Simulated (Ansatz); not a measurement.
Born–Oppenheimer molecular dynamics of C3H3O (7 atoms, charge 0, multiplicity 2). It goes on from the last frame of an earlier run, with new velocities.

Level of theory: UKS PBE0-D4/STO-3G in Ansatz.

- ensemble: NVT, Langevin thermostat
- time step: 1 fs
- steps asked: 400
- set temperature: 1000 K
- friction: 0.005 /fs
- seed: 66680

First frame:

```xyz
7
Properties=species:S:1:pos:R:3
O -1.188 -1.772 0.408
C -0.400 -0.784 0.236
C 0.904 -0.265 0.036
C -0.219 0.722 -0.026
H 1.867 -0.412 -0.473
H -0.448 1.395 0.830
H -0.614 1.048 -1.005
```

How far do the bonds stretch over the last three quarters of this one trajectory? (Pairs bonded in most of those frames.)


| bond | mean (Å) | spread (Å) | shortest | longest |
| --- | --- | --- | --- | --- |
| O1–C2 | 1.270 | 0.035 | 1.21 | 1.34 |
| C2–C3 | 1.414 | 0.034 | 1.35 | 1.50 |
| C2–C4 | 1.557 | 0.051 | 1.43 | 1.70 |
| C3–C4 | 1.521 | 0.052 | 1.40 | 1.62 |
| C3–H5 | 1.111 | 0.069 | 0.98 | 1.24 |
| C4–H6 | 1.108 | 0.047 | 1.00 | 1.23 |
| C4–H7 | 1.107 | 0.046 | 1.03 | 1.20 |

Mean temperature of the second half: 1323 K. The mean temperature of the second half is 32 % above the set value. A run of 0.4 ps of so small a system gives no equilibrium averages. Limits of this set-up: minimal basis.

Run time: 8.2 min on 1 thread of Arm Neoverse V2 (shared host), peak memory 0.086 GiB.
